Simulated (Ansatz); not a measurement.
# PO2 radical: how energies converge with the basis set

The task here is to estimate one member of a computed series from the others.

Program: Ansatz 0.2.0, Gaussian basis. Level of theory: one geometry, several basis sets. These are calculated values, not measurements.

Levels to be run: PBE0-D4/def2-SVP; ωB97M-V/def2-SVP; PBE0-D4/def2-QZVPP; ωB97M-V/def2-QZVPP; CCSD(T)/cc-pV(D+d)Z; CCSD(T)/cc-pV(T+d)Z; CCSD(T)/cc-pV(Q+d)Z; the functionals' def2-TZVPP values are taken from earlier runs.

## Structure used throughout

The geometry comes from an earlier relaxation with PBE0-D4 in a triple-zeta def2 set; it is a stationary point.

SMILES `[O]P=O`, 3 atoms, charge 0, spin multiplicity 2.

Atoms are counted from 1 here; the program's logs count them from 0.

Bond lengths: O1–P2 1.465 Å, P2–O3 1.465 Å. Angles: O1–P2–O3 134.7°.

Set-up of the first run:

Contents of in.yaml:

```yaml
crystal:
  periodic: [false, false, false]
  atoms:
    - {symbol: O, position_ang: [0.300358, 1.295601, 0.308249]}
    - {symbol: P, position_ang: [-0.328472, 0.062559, -0.172506]}
    - {symbol: O, position_ang: [0.028114, -1.358160, -0.135743]}
basis:
  gaussian: {orbitals: def2-SVP}
magnetization: {spin_polarized: true, initial_magnetization: 1}
hamiltonian: {xc: pbe0, dispersion: d4}
output: {orbitals: {seedname: orbitals}}
```

Run with:

```sh
> ansatz run in.yaml --threads 4 --pin off --events-out ev --progress --plain --max-ram 10444MiB
```

Steps of the session up to this table: PBE0-D4 in def2-SVP; ωB97M-V in def2-SVP; PBE0-D4 in def2-QZVPP; ωB97M-V in def2-QZVPP.

One of the session's tables, all rows but one given; the rest of the session is left out.

```
functional       basis  HOMO (eV)  LUMO (eV)
   PBE0-D4    def2-SVP      -8.62      -4.78
   PBE0-D4  def2-TZVPP          ?          ?
   PBE0-D4  def2-QZVPP      -8.99      -5.13
   ωB97M-V    def2-SVP     -10.67      -2.80
   ωB97M-V  def2-TZVPP     -11.02      -3.13
   ωB97M-V  def2-QZVPP     -11.08      -3.26
```

Q: Estimate the row for PBE0-D4, def2-TZVPP from the others.

As computed: HOMO (eV): -8.93; LUMO (eV): -5.04. In the column «HOMO (eV)» it lies between PBE0-D4, def2-QZVPP (-8.99) and PBE0-D4, def2-SVP (-8.62).
